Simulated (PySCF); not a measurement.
# CH4FNO: fields and orbitals

Aim: take CH4FNO and find what binds its two fragments.

The runs use PySCF 2.14.0; levels as typed in each script, gas phase, geometry from GFN2-xTB.

## (1) Starting geometry

SMILES `F.NC=O`, 8 atoms, charge 0, spin multiplicity 1.

Bond lengths: F1–H2 0.977 Å, N3–C4 1.331 Å, N3–H6 1.013 Å, N3–H7 1.004 Å, C4–O5 1.216 Å, C4–H8 1.099 Å. Angles: C4–N3–H6 119.0°, C4–N3–H7 122.4°, H6–N3–H7 118.6°, N3–C4–O5 124.6°, N3–C4–H8 114.2°, O5–C4–H8 121.2°.

As a file:

```
F    -1.8919   -0.2694    0.0000
H    -1.2071    0.4281    0.0000
N     0.9397   -0.9801    0.0000
C     1.0834    0.3428    0.0000
O     0.1620    1.1370    0.0000
H     0.0062   -1.3725    0.0000
H     1.7247   -1.6062    0.0000
H     2.1288    0.6829    0.0000
```

## (2) Binding of the two fragments (CAM-B3LYP/def2-svp)

The input, input.py:

```python
import numpy as np
from pyscf import gto, scf, dft
from pyscf.scf import atom_ks, atom_hf
from scipy.linalg import block_diag
from pyscf.dispersion import dftd3

def solve(mol, dm0=None, hcore=None):
    mf = (dft.UKS if mol.spin else dft.RKS)(mol, xc='camb3lyp')
    mf.grids.level = 3
    mf = mf.density_fit(auxbasis='def2-universal-jkfit')
    mf.conv_tol, mf.max_cycle = 1e-8, 80
    if hcore is not None:
        mf.get_hcore = lambda *args: hcore
    mf.kernel(dm0)
    if not mf.converged:
        mf = mf.newton().run(mf.mo_coeff, mf.mo_occ, max_cycle=30)
    assert mf.converged, 'SCF not converged'
    return mf

mol = gto.M(atom='''
F     -1.89192    -0.26936     0.00000
H     -1.20706     0.42806     0.00000
N      0.93971    -0.98014     0.00000
C      1.08343     0.34284     0.00000
O      0.16202     1.13698     0.00000
H      0.00623    -1.37246     0.00000
H      1.72466    -1.60618     0.00000
H      2.12878     0.68292     0.00000
''', basis='def2-svp', charge=0, spin=0, verbose=4)
mol_a = gto.M(atom='''
F     -1.89192    -0.26936     0.00000
H     -1.20706     0.42806     0.00000
ghost-N      0.93971    -0.98014     0.00000
ghost-C      1.08343     0.34284     0.00000
ghost-O      0.16202     1.13698     0.00000
ghost-H      0.00623    -1.37246     0.00000
ghost-H      1.72466    -1.60618     0.00000
ghost-H      2.12878     0.68292     0.00000
''', basis='def2-svp', charge=0, spin=0, verbose=4)
mol_b = gto.M(atom='''
ghost-F     -1.89192    -0.26936     0.00000
ghost-H     -1.20706     0.42806     0.00000
N      0.93971    -0.98014     0.00000
C      1.08343     0.34284     0.00000
O      0.16202     1.13698     0.00000
H      0.00623    -1.37246     0.00000
H      1.72466    -1.60618     0.00000
H      2.12878     0.68292     0.00000
''', basis='def2-svp', charge=0, spin=0, verbose=4)
ab, a, b = solve(mol), solve(mol_a), solve(mol_b)
e_int = ab.e_tot - a.e_tot - b.e_tot
print('counterpoise-corrected interaction energy / kcal/mol', e_int * 627.5095)
def disp(atoms, charge):
    m = gto.M(atom=atoms, charge=charge, basis='sto-3g', spin=None, unit='Bohr', verbose=0)
    return dftd3.DFTD3Dispersion(m, xc='camb3lyp', version='d3bj').get_dispersion()['energy']
e_disp = disp(mol._atom, mol.charge) - disp(mol._atom[:2], mol_a.charge) - disp(mol._atom[2:], mol_b.charge)
print('D3(BJ) part / kcal/mol', e_disp * 627.5095)
# spherically averaged free atoms, for the promolecule
atm = atom_ks.get_atm_nrks(mol, xc='camb3lyp')
pro = block_diag(*[(atm[a[0]][2] * atm[a[0]][3]) @ atm[a[0]][2].T for a in mol._atom])
np.savez('result.npz', e_int=e_int, e_disp=e_disp, dm_a=a.make_rdm1(), dm_b=b.make_rdm1(), c=ab.mo_coeff, occ=ab.mo_occ, eps=ab.mo_energy, pro=pro, d=[f.dip_moment(verbose=0) for f in (ab, a, b)])
```

Started as:

```sh
OMP_NUM_THREADS=1 python input.py
```

**Question.** What will these runs give? Wanted: interaction energy, counterpoise.

The runs gave:

| quantity | value |
| --- | --- |
| interaction energy, counterpoise (CAM-B3LYP/def2-svp) | -15.0 kcal/mol |

**Reading.** The counterpoise-corrected interaction energy of the frozen fragments is −15.0 kcal/mol without dispersion correction and −15.5 kcal/mol with D3(BJ). The pair geometry is semi-empirical, not a minimum at this level. The geometry was not optimised at these levels.
